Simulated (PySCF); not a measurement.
## Functional dependence of a UV spectrum

Compound: Cl2.
Z-matrix (Å and degrees, PBE0-D3(BJ)/def2-SVP geometry), rows numbered from 1:
```
Cl
Cl  1  2.0252
```

Linear-response calculations in the def2-SVPD basis (PySCF; singlets by full response, triplets Tamm–Dancoff, core orbitals frozen in the response; HF means time-dependent Hartree–Fock). 'Strongest' is the level of largest summed f among the singlets computed (10 roots, of which the last may lack a degenerate partner); it can jump between rows when another state enters that window. S1 is the lowest singlet of each run and needn't be the same state throughout; f(S1) is that of one state. Isolated species at its PBE0-D3(BJ)/def2-SVP geometry, gas phase.

```
functional                               kind  S1 (eV)  f(S1)  strongest (eV)  T1 (eV)  HOMO (eV)  gap (eV)  ionisation energy, ΔSCF (eV)
       LDA                                LDA     3.10  0.001            9.23     2.36      -7.60      2.64                         11.60
       PBE                                GGA     3.16  0.001            9.17     2.33      -7.52      2.74                         11.44
     B3LYP  global hybrid, 20% exact exchange     3.28  0.001            9.27     2.45      -8.66      4.71                         11.68
      PBE0  global hybrid, 25% exact exchange     3.34  0.001            9.44     2.46      -8.96      5.23                         11.74
 BHandHLYP  global hybrid, 50% exact exchange     3.49  0.001            9.45     2.61     -10.24      7.69                         11.85
 CAM-B3LYP             range-separated hybrid     3.36  0.001            9.34     2.52     -10.33      7.82                         11.83
   wB97X-D             range-separated hybrid     3.37  0.001            9.49     2.57     -10.87      8.95                         11.87
   LC-wPBE             range-separated hybrid     3.50  0.000            9.55     2.60     -11.81     10.49                         12.05
        HF                       Hartree–Fock     3.87  0.001            9.55     2.87     -12.34     12.55                   not settled
```

S1 runs from 3.10 eV (LDA) to 3.87 eV (HF), a spread of 0.78 eV, while the orbital gap spreads over 9.9 eV. Along PBE (0%), B3LYP (20%), PBE0 (25%), BHandHLYP (50%), HF (100%) S1 rises with the share of exact exchange. −ε(HOMO) comes closest to its own ΔSCF ionisation energy with LC-wPBE (-0.24 eV) and misses most with LDA (-3.99 eV). 'Not settled' means that the ion's SCF failed to converge or may have ended in another state than the lowest.
